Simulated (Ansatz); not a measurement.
Process, species as SMILES: FCl (F-Cl) → Cl atom + F atom
B3LYP-D3(BJ)/def2-TZVP geometries, fixed; electronic energies without zero-point terms.

How fast the atomisation energy converges with the basis for several methods (Ansatz, a first-principles code): deviation from each method's own reference, in kcal/mol. References: CCSD(T) 62.43 kcal/mol, Hartree-Fock in aug-cc-pV(Q+d)Z plus the correlation part extrapolated as X^-3 from aug-cc-pV(T+d)Z and aug-cc-pV(Q+d)Z; HF 8.15 kcal/mol, the value in aug-cc-pV(5+d)Z; MP2 69.00 kcal/mol, Hartree-Fock in aug-cc-pV(5+d)Z plus the correlation part extrapolated as X^-3 from aug-cc-pV(Q+d)Z and aug-cc-pV(5+d)Z; PBE 72.55 kcal/mol, the value in aug-cc-pV(5+d)Z; PBE0 61.25 kcal/mol, the value in aug-cc-pV(5+d)Z; wB97M-V 63.90 kcal/mol, the value in aug-cc-pV(5+d)Z. Cartesian d functions, on some or all atoms, in 6-311G**; all else is spherical. In correlated methods cores are frozen. Open shells are unrestricted. No added dispersion term, no relativity. Functionals ending in -V hold VV10 correlation. 

```
basis            functions  CCSD(T)     HF     MP2    PBE    PBE0  wB97M-V
---------------  ---------  -------  -----  ------  -----  ------  -------
6-311G**                45      ___  -9.65  -21.63  -9.78  -10.02    -9.84
aug-cc-pV(D+d)Z         55      ___  -2.24  -10.35  -2.17   -2.33    -2.46
6-311++G(2d,2p)         62      ___  -4.37  -12.66  -4.12   -4.31    -4.64
cc-pV(T+d)Z             69      ___  -1.38   -7.09  -0.72   -1.05    -0.75
jun-cc-pV(T+d)Z         87      ___  -0.69   -5.25  -0.73   -0.76    -0.73
def2-TZVPPD             91      ___  -0.60   -5.34  -0.64   -0.68    -0.70
aug-pcseg-2             96      ___  -0.20   -3.56  -0.53   -0.44    -0.60
cc-pV(Q+d)Z            119      ___  -0.32   -2.91  -0.02   -0.16    -0.09
```

Problem. Fill in the missing entries.

Solution. 
- 6-311G**, CCSD(T): -18.97
- aug-cc-pV(D+d)Z, CCSD(T): -9.09
- 6-311++G(2d,2p), CCSD(T): -11.70
- cc-pV(T+d)Z, CCSD(T): -6.49
- jun-cc-pV(T+d)Z, CCSD(T): -4.70
- def2-TZVPPD, CCSD(T): -4.76
- aug-pcseg-2, CCSD(T): -2.93
- cc-pV(Q+d)Z, CCSD(T): -2.62

Mean absolute deviation over 6-311G**, 6-311++G(2d,2p), cc-pV(T+d)Z, jun-cc-pV(T+d)Z, def2-TZVPPD, aug-pcseg-2: PBE 2.75, HF 2.81, PBE0 2.88, wB97M-V 2.88, CCSD(T) 8.26, MP2 9.25 kcal/mol.
